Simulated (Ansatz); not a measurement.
# CHOSi (sextet): wave-function methods side by side, def2-QZVPP

One table from this session's results is given with a row withheld; the runs are named, their logs left out.

The runs use Ansatz 0.2.0, Gaussian basis; def2-QZVPP, core rule «outside noble gas», up to 7 orbitals frozen.

The runs, in order: UHF; ROHF; CCSD(T) on UHF.

## The geometry

The geometry is a PBE0/def2-TZVP stationary point (not a proven minimum) of the parent state, kept for this charge and spin.

4 atoms, charge 0, spin multiplicity 6.

Atoms are counted from 1 here; the program's logs count them from 0.

Bond lengths: C1–O2 1.268 Å, O2–Si3 1.699 Å, Si3–H4 1.496 Å. Angles: C1–O2–Si3 139.4°, O2–Si3–H4 117.6°.

The first run:

Contents of in.yaml:

```yaml
crystal:
  periodic: [false, false, false]
  atoms:
    - {symbol: C, position_ang: [0.000000, 0.333035, 1.722367]}
    - {symbol: O, position_ang: [0.000000, -0.312160, 0.630489]}
    - {symbol: Si, position_ang: [0.000000, -0.015246, -1.042169]}
    - {symbol: H, position_ang: [0.000000, 1.411369, -1.492570]}
basis:
  gaussian: {orbitals: "def2-QZVPP.json"}
magnetization: {spin_polarized: true, initial_magnetization: 5}
hamiltonian: {xc: hf}
output: {orbitals: {seedname: orbitals}}
```

Launch:

```sh
$ ansatz run in.yaml --threads 1 --pin off --events-out ev --progress --plain --max-ram 2393MiB
```

Steps of the session up to this table: UHF; ROHF; CCSD(T) on UHF.

One table of the session follows, with a row left open; its other results are not shown here.

| method | from UCCSD(T) (meV) |
| --- | --- |
| ROHF | +12000.5 |
| UHF | +11828.8 |
| UMP2 | +1008.3 |
| UCCSD | ? |
| UCCSD(T) | 0 |

Estimate the missing values for UCCSD.

The run gave: from UCCSD(T) (meV): +465.5. In the column «from UCCSD(T) (meV)» it lies between UCCSD(T) (0) and UMP2 (+1008.3).
